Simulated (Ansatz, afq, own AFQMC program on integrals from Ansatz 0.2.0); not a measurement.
# Breaking P1–H2 in PH3, singlet

```yaml
atoms:
  - { symbol: P, position_ang: [0.3489, -0.3293, -0.3357] }
  - { symbol: H, position_ang: [0.6337, -0.0339, 1.0326] }
  - { symbol: H, position_ang: [-1.0111, -0.6661, -0.0570] }
  - { symbol: H, position_ang: [0.0285, 1.0293, -0.6399] }
```

Products: PH₂ (doublet; PH2) and H (doublet), each relaxed with PBE0/def2-SVP like the molecule; electronic energies without zero-point terms. Determinants: RHF, UHF and UHF in that order.

Basis def2-TZVP. Noble-gas cores (and the filled d shells of Ga–Kr and In–Xe) are frozen. Ansatz 0.2.0 and our own AFQMC program on the same integrals; the CISD trial comes from CCSD amplitudes, and released means the phaseless constraint is let go. Uncertainties: one standard error, sampling alone. The errors of all members are added in quadrature.

No full CI on the walks' own integrals is used here; CCSDT(Q) serves as the reference and is uncertain by about the last step of the cluster series. Each member takes its own surest rung, up to full CI.

Errors are counted within def2-TZVP, not against nature.

```tsv
level	bond energy (kJ/mol)
MP2	344.2
HF	265.6
```

From these cheaper values, estimate the bond energy at the reference level in def2-TZVP.

351.9 kJ/mol (CCSDT(Q) in def2-TZVP).

| level | bond energy (kJ/mol) | error against CCSDT(Q) (kJ/mol) |
| --- | --- | --- |
| CCSD | 349.3 | -2.6 |
| CCSD(T) | 351.9 | 0.0 |
| CCSDT | 351.7 | -0.2 |
| ph-AFQMC/CISD | 352.1 ± 0.4 | 0.2 ± 0.4 |
| released AFQMC | 351.9 ± 0.3 | 0.0 ± 0.3 |

Correlation beyond CCSD(T) changes it by less than 2 meV. The perturbative (T) step is worth +2.6 kJ/mol.

A walk keeps the symmetry of its determinant, which the program's search chose and which needn't be the lowest solution, so a lower state of the same spin and another symmetry isn't excluded. Released energies are given only where the last usable release times agree within the noise; a slower fall can still hide under it.
